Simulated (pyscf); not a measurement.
A first-order saddle from PySCF, ωB97X-D3(BJ)/def2-SVP:

```
Si
H 1 1.5040
O 1 1.9074 2 102.38
H 3 0.9710 1 113.74 2 -18.29
H 3 1.2900 4 111.41 1 62.24
P 1 2.2508 2 101.87 3 107.60
H 6 1.4230 1 97.01 2 149.72
H 6 1.4255 7 94.61 1 94.07
```
Charge 0, spin multiplicity 1.

Surface: singlet, charge 0. Lowest wavenumbers (cm⁻¹): 1591i, 136, 169, 282, 461.

Question: Name the species on either side of this saddle.

Answer: `[SiH][PH2]` [singlet] + `[OH2]` <-> `[OH][SiH2][PH2]`, an insertion read from left to right: H–O broken and O–Si, H–Si formed. At CCSD(T)/def2-TZVPP + ΔMP2(QZVPP) it lies +53.2 kJ/mol from the left side and +332.5 kJ/mol from the right (each side as separated species at their lowest minima found). On the reactant side the descent ends in an adduct with a O–Si contact, 67.3 kJ/mol under the separated species and 107.9 kJ/mol under the saddle at ωB97X-D3(BJ)/def2-TZVP. What is counted as formed (O–Si) is already present as a longer contact in the reactant adduct; forming that adduct is a step of its own. At ωB97X-D3(BJ) the barrier from the zero used here is 40.5 kJ/mol. :HSi–PH₂ [singlet] lies 47.9 kJ/mol over its isomer H₂Si=PH, and others may lie lower still (electronic energy, ωB97M-D3(BJ)). One saddle was located; it need not be the lowest between these sides. The CCSD(T) − MP2 part came from Ansatz, without density fitting, on the same reference.
